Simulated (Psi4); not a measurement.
# P2H2 (phosphanylidenephosphane): BP86/6-311++G(3df,3pd) (sweep point 9)

Aim: the vertical ionisation energy of P2H2 (phosphanylidenephosphane) at BP86/6-311++G(3df,3pd) (sweep point 9), from 2 runs. 

Program for the calculation: Psi4 1.11.

### Step 1. Starting point

P2H2: 4 atoms, total charge 0, spin state singlet. SMILES: `[H]/P=P/[H]`. The shape is that of a GFN2-xTB optimisation.

Bond lengths: P1–P2 2.016 Å, P1–H3 1.403 Å, P2–H4 1.403 Å. Angles: P1–P2–H4 94.8°, P2–P1–H3 94.8°.

### Step 2. The energy at BP86/6-311++G(3df,3pd) (sweep point 9)

input.inp

```
memory 1600 mb

molecule molecule1 {
  P     -0.024370    -1.003630     0.088350
  P      0.024420     1.003540    -0.088260
  H      1.037260    -1.067570     1.003320
  H     -1.037310     1.067660    -1.003410
  units angstrom
  symmetry c1
}

set basis 6-311++G(3df,3pd)
set puream true
set scf_type pk
set dft_radial_points 99
set dft_spherical_points 590

energy_value, wavefunction = energy("bp86", return_wfn=True)
```

Launch:

```sh
$ psi4 input.inp input.out -n 1
```

input.out, shortened:

```text
[...]
  Running in c1 symmetry.
[...]
  Nuclear repulsion =   76.759456495580409
[...]
  Multiplicity = 1
[...]
  Nalpha       = 16
  Nbeta        = 16
[...]
    Number of basis functions: 130
[...]
   @RKS iter   1:  -683.85131748773586   -1.56002e-01   4.98090e-03 ADIIS/DIIS
[...]
   @RKS iter   8:  -683.98215965302006   -3.81828e-07   5.70253e-07 DIIS
[...]
    Orbital Energies [Eh]
    ---------------------
    Doubly Occupied:
       1A    -76.350413     2A    -76.350401     3A     -6.324185
       4A     -6.324057     5A     -4.541881     6A     -4.541791
       7A     -4.539479     8A     -4.539072     9A     -4.536484
      10A     -4.535905    11A     -0.636975    12A     -0.502607
      13A     -0.332076    14A     -0.329555    15A     -0.259172
      16A     -0.237359
[...]
  @RKS Final Energy:  -683.98215965302006
   => Energetics <=
    Nuclear Repulsion Energy =             76.7594564955804088
    One-Electron Energy =               -1098.1447358448481282
    Two-Electron Energy =                 384.6851978947581756
    DFT Exchange-Correlation Energy =     -47.2820781985104475
    Empirical Dispersion Energy =           0.0000000000000000
    VV10 Nonlocal Energy =                  0.0000000000000000
    Total Energy =                       -683.9821596530200623
[...]
 Multipole Moments:
 ------------------------------------------------------------------------------------
     Multipole            Electronic (a.u.)      Nuclear  (a.u.)        Total (a.u.)
 ------------------------------------------------------------------------------------
 L = 1.  Multiply by 2.5417464519 to convert [e a0] to [Debye]
 Dipole X            :          0.0001482           -0.0000937            0.0000545
 Dipole Y            :         -0.0001933            0.0001686           -0.0000246
 Dipole Z            :          0.0002187           -0.0001686            0.0000501
 Magnitude           :                                                    0.0000780
[...]
```

Run time: 8.1 s. Hardware: 1 thread of Intel Xeon 6975P-C (Granite Rapids), shared host; peak memory 0.88 GiB.

### Step 3. The doublet cation at the same level

h2p2.dat

```
memory 1600 MB

molecule {
  1 2
  P     -0.024370    -1.003630     0.088350
  P      0.024420     1.003540    -0.088260
  H      1.037260    -1.067570     1.003320
  H     -1.037310     1.067660    -1.003410
  symmetry c1
}

set {
  basis 6-311++G(3df,3pd)
  reference uks
  puream true
  scf_type pk
  dft_radial_points 99
  dft_spherical_points 590
  maxiter 150
}

E, wfn = energy('bp86', return_wfn=True)
```

Launch:

```sh
$ psi4 -i h2p2.dat -o h2p2.out -n 1
```

h2p2.out, shortened:

```text
[...]
  Running in c1 symmetry.
[...]
  Nuclear repulsion =   76.759456495580409
[...]
  Multiplicity = 2
[...]
  Nalpha       = 16
  Nbeta        = 15
[...]
    Number of basis functions: 130
[...]
   @UKS iter   1:  -683.56085672106008    1.34459e-01   4.19038e-03 ADIIS/DIIS
[...]
   @UKS iter   9:  -683.62733994660891   -2.70672e-08   1.97361e-07 DIIS
[...]
   @S^2 Observed:                7.554268187E-01
[...]
    Orbital Energies [Eh]
    ---------------------
    Alpha Occupied:
       1A    -76.636801     2A    -76.636787     3A     -6.607478
       4A     -6.607355     5A     -4.825818     6A     -4.824996
       7A     -4.823615     8A     -4.823527     9A     -4.820415
      10A     -4.820258    11A     -0.900474    12A     -0.764772
      13A     -0.598301    14A     -0.582568    15A     -0.514545
      16A     -0.505455
    Alpha Virtual:
      17A     -0.389257    18A     -0.258617    19A     -0.244821
      20A     -0.204718    21A     -0.162527    22A     -0.134571
      23A     -0.119039    24A     -0.118562    25A     -0.113124
[...]
  @UKS Final Energy:  -683.62733994660891
   => Energetics <=
    Nuclear Repulsion Energy =             76.7594564955804088
    One-Electron Energy =               -1089.4213211811729707
    Two-Electron Energy =                 376.0219454992474084
    DFT Exchange-Correlation Energy =     -46.9874207602636744
    Empirical Dispersion Energy =           0.0000000000000000
    VV10 Nonlocal Energy =                  0.0000000000000000
    Total Energy =                       -683.6273399466089131
[...]
 Multipole Moments:
 ------------------------------------------------------------------------------------
     Multipole            Electronic (a.u.)      Nuclear  (a.u.)        Total (a.u.)
 ------------------------------------------------------------------------------------
 L = 1.  Multiply by 2.5417464519 to convert [e a0] to [Debye]
 Dipole X            :          0.0000575           -0.0000937           -0.0000362
 Dipole Y            :         -0.0000977            0.0001686            0.0000710
 Dipole Z            :          0.0001111           -0.0001686           -0.0000576
 Magnitude           :                                                    0.0000983
[...]
```

It took 12 s on 1 thread of Intel Xeon 6975P-C (Granite Rapids), shared host; peak memory 0.88 GiB.

### Step 4. Outcome

At BP86/6-311++G(3df,3pd) (sweep point 9):

```
                                          quantity          value
                        singlet P2H2: total energy  -683.98216 Eh
                       singlet P2H2: dipole moment         0.00 D
                         singlet P2H2: HOMO energy       -6.46 eV
                         singlet P2H2: LUMO energy       -3.82 eV
                       singlet P2H2: HOMO–LUMO gap        2.64 eV
                      doublet cation: total energy  -683.62734 Eh
doublet cation: HOMO energy (highest over α and β)      -13.62 eV
 doublet cation: LUMO energy (lowest over α and β)      -12.87 eV
                              doublet cation: ⟨S²⟩          0.755
vertical ionisation energy (to the doublet cation)       9.655 eV
```

Removing an electron at fixed nuclei costs 9.66 eV (223 kcal/mol). −ε(HOMO) before ionisation, 6.46 eV, is 3.20 eV below this ionisation energy.
